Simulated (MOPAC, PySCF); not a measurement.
Potential energy curve for ClF, singlet.

Levels: AM1, restricted, heats of formation (MOPAC); RHF/LANL2DZ = restricted Hartree-Fock/LANL2DZ, with its core potentials past Ne (PySCF); RKS-B3LYP/3-21G = restricted B3LYP/3-21G (PySCF 2.14.0); UCCSD(T) = CCSD(T) on UHF/cc-pVDZ, 6 core orbitals frozen in PySCF 2.14.0.

Energies relative to the lowest point of each curve near equilibrium, in mEh; the last columns give the difference from UCCSD(T):

```json
[
 {"R / Å": "1.31", "AM1": "171.1", "RHF/LANL2DZ": "181.4", "RKS-B3LYP/3-21G": "209.1", "UCCSD(T)": "140.4", "AM1 − UCCSD(T)": "30.7", "RHF/LANL2DZ − UCCSD(T)": "41.1", "RKS-B3LYP/3-21G − UCCSD(T)": "68.7"},
 {"R / Å": "1.37", "AM1": "107.7", "RHF/LANL2DZ": "116.1", "RKS-B3LYP/3-21G": "137.3", "UCCSD(T)": "87.0", "AM1 − UCCSD(T)": "20.7", "RHF/LANL2DZ − UCCSD(T)": "29.1", "RKS-B3LYP/3-21G − UCCSD(T)": "50.3"},
 {"R / Å": "1.47", "AM1": "38.9", "RHF/LANL2DZ": "47.9", "RKS-B3LYP/3-21G": "60.9", "UCCSD(T)": "33.1", "AM1 − UCCSD(T)": "5.7", "RHF/LANL2DZ − UCCSD(T)": "14.7", "RKS-B3LYP/3-21G − UCCSD(T)": "27.7"},
 {"R / Å": "1.53", "AM1": "15.7", "RHF/LANL2DZ": "24.3", "RKS-B3LYP/3-21G": "33.5", "UCCSD(T)": "15.4", "AM1 − UCCSD(T)": "0.3", "RHF/LANL2DZ − UCCSD(T)": "8.8", "RKS-B3LYP/3-21G − UCCSD(T)": "18.0"},
 {"R / Å": "1.58", "AM1": "4.8", "RHF/LANL2DZ": "11.7", "RKS-B3LYP/3-21G": "18.2", "UCCSD(T)": "6.5", "AM1 − UCCSD(T)": "-1.7", "RHF/LANL2DZ − UCCSD(T)": "5.2", "RKS-B3LYP/3-21G − UCCSD(T)": "11.7"},
 {"R / Å": "1.62", "AM1": "0.7", "RHF/LANL2DZ": "5.3", "RKS-B3LYP/3-21G": "9.9", "UCCSD(T)": "2.3", "AM1 − UCCSD(T)": "-1.5", "RHF/LANL2DZ − UCCSD(T)": "3.0", "RKS-B3LYP/3-21G − UCCSD(T)": "7.6"},
 {"R / Å": "1.65", "AM1": "0.0", "RHF/LANL2DZ": "2.2", "RKS-B3LYP/3-21G": "5.5", "UCCSD(T)": "0.5", "AM1 − UCCSD(T)": "-0.5", "RHF/LANL2DZ − UCCSD(T)": "1.8", "RKS-B3LYP/3-21G − UCCSD(T)": "5.0"},
 {"R / Å": "1.73", "AM1": "5.9", "RHF/LANL2DZ": "0.0", "RKS-B3LYP/3-21G": "0.0", "UCCSD(T)": "0.0", "AM1 − UCCSD(T)": "5.9", "RHF/LANL2DZ − UCCSD(T)": "0.0", "RKS-B3LYP/3-21G − UCCSD(T)": "0.0"},
 {"R / Å": "1.79", "AM1": "16.1", "RHF/LANL2DZ": "2.6", "RKS-B3LYP/3-21G": "0.3", "UCCSD(T)": "3.4", "AM1 − UCCSD(T)": "12.7", "RHF/LANL2DZ − UCCSD(T)": "-0.8", "RKS-B3LYP/3-21G − UCCSD(T)": "-3.1"},
 {"R / Å": "1.90", "AM1": "42.6", "RHF/LANL2DZ": "13.7", "RKS-B3LYP/3-21G": "7.3", "UCCSD(T)": "13.4", "AM1 − UCCSD(T)": "29.3", "RHF/LANL2DZ − UCCSD(T)": "0.3", "RKS-B3LYP/3-21G − UCCSD(T)": "-6.1"},
 {"R / Å": "2.03", "AM1": "79.4", "RHF/LANL2DZ": "33.1", "RKS-B3LYP/3-21G": "21.8", "UCCSD(T)": "28.3", "AM1 − UCCSD(T)": "51.1", "RHF/LANL2DZ − UCCSD(T)": "4.8", "RKS-B3LYP/3-21G − UCCSD(T)": "-6.6"},
 {"R / Å": "2.19", "AM1": "122.7", "RHF/LANL2DZ": "60.9", "RKS-B3LYP/3-21G": "43.1", "UCCSD(T)": "46.6", "AM1 − UCCSD(T)": "76.1", "RHF/LANL2DZ − UCCSD(T)": "14.3", "RKS-B3LYP/3-21G − UCCSD(T)": "-3.4"},
 {"R / Å": "2.45", "AM1": "176.6", "RHF/LANL2DZ": "105.9", "RKS-B3LYP/3-21G": "77.8", "UCCSD(T)": "62.9", "AM1 − UCCSD(T)": "113.7", "RHF/LANL2DZ − UCCSD(T)": "43.0", "RKS-B3LYP/3-21G − UCCSD(T)": "14.9"},
 {"R / Å": "2.66", "AM1": "206.9", "RHF/LANL2DZ": "137.8", "RKS-B3LYP/3-21G": "101.8", "UCCSD(T)": "66.8", "AM1 − UCCSD(T)": "140.2", "RHF/LANL2DZ − UCCSD(T)": "71.0", "RKS-B3LYP/3-21G − UCCSD(T)": "35.1"},
 {"R / Å": "2.90", "AM1": "232.5", "RHF/LANL2DZ": "168.1", "RKS-B3LYP/3-21G": "123.9", "UCCSD(T)": "—", "AM1 − UCCSD(T)": "—", "RHF/LANL2DZ − UCCSD(T)": "—", "RKS-B3LYP/3-21G − UCCSD(T)": "—"},
 {"R / Å": "3.25", "AM1": "257.3", "RHF/LANL2DZ": "201.4", "RKS-B3LYP/3-21G": "146.6", "UCCSD(T)": "—", "AM1 − UCCSD(T)": "—", "RHF/LANL2DZ − UCCSD(T)": "—", "RKS-B3LYP/3-21G − UCCSD(T)": "—"},
 {"R / Å": "3.53", "AM1": "269.6", "RHF/LANL2DZ": "220.5", "RKS-B3LYP/3-21G": "158.4", "UCCSD(T)": "—", "AM1 − UCCSD(T)": "—", "RHF/LANL2DZ − UCCSD(T)": "—", "RKS-B3LYP/3-21G − UCCSD(T)": "—"},
 {"R / Å": "4.01", "AM1": "282.5", "RHF/LANL2DZ": "242.5", "RKS-B3LYP/3-21G": "169.9", "UCCSD(T)": "—", "AM1 − UCCSD(T)": "—", "RHF/LANL2DZ − UCCSD(T)": "—", "RKS-B3LYP/3-21G − UCCSD(T)": "—"},
 {"R / Å": "4.41", "AM1": "289.4", "RHF/LANL2DZ": "254.1", "RKS-B3LYP/3-21G": "174.5", "UCCSD(T)": "—", "AM1 − UCCSD(T)": "—", "RHF/LANL2DZ − UCCSD(T)": "—", "RKS-B3LYP/3-21G − UCCSD(T)": "—"},
 {"R / Å": "4.84", "AM1": "295.1", "RHF/LANL2DZ": "262.3", "RKS-B3LYP/3-21G": "176.9", "UCCSD(T)": "—", "AM1 − UCCSD(T)": "—", "RHF/LANL2DZ − UCCSD(T)": "—", "RKS-B3LYP/3-21G − UCCSD(T)": "—"},
 {"R / Å": "5.62", "AM1": "—", "RHF/LANL2DZ": "271.8", "RKS-B3LYP/3-21G": "178.9", "UCCSD(T)": "—", "AM1 − UCCSD(T)": "—", "RHF/LANL2DZ − UCCSD(T)": "—", "RKS-B3LYP/3-21G − UCCSD(T)": "—"},
 {"R / Å": "6.49", "AM1": "—", "RHF/LANL2DZ": "278.9", "RKS-B3LYP/3-21G": "180.3", "UCCSD(T)": "—", "AM1 − UCCSD(T)": "—", "RHF/LANL2DZ − UCCSD(T)": "—", "RKS-B3LYP/3-21G − UCCSD(T)": "—"}
]
```

AM1 is furthest from UCCSD(T) at 2.66 (140.2 mEh, above); its mean absolute difference over the points is 35.0 mEh.

RHF/LANL2DZ is furthest from UCCSD(T) at 2.66 (71.0 mEh, above); its mean absolute difference over the points is 17.0 mEh.

RKS-B3LYP/3-21G is furthest from UCCSD(T) at 1.31 (68.7 mEh, above); its mean absolute difference over the points is 18.4 mEh.

Dashes: no converged value, or the column stops at the first point that the program doubted or that broke a chosen test of continuity, which isn't proof of a fault.

The restricted form behind AM1, RHF/LANL2DZ, RKS-B3LYP/3-21G keeps the bonding electrons paired and can't separate into open-shell fragments. The unrestricted determinant behind UCCSD(T) is spin-contaminated at 1.79 to 6.49 Å (<S²> up to 1.0, against 0.00 for a pure singlet).
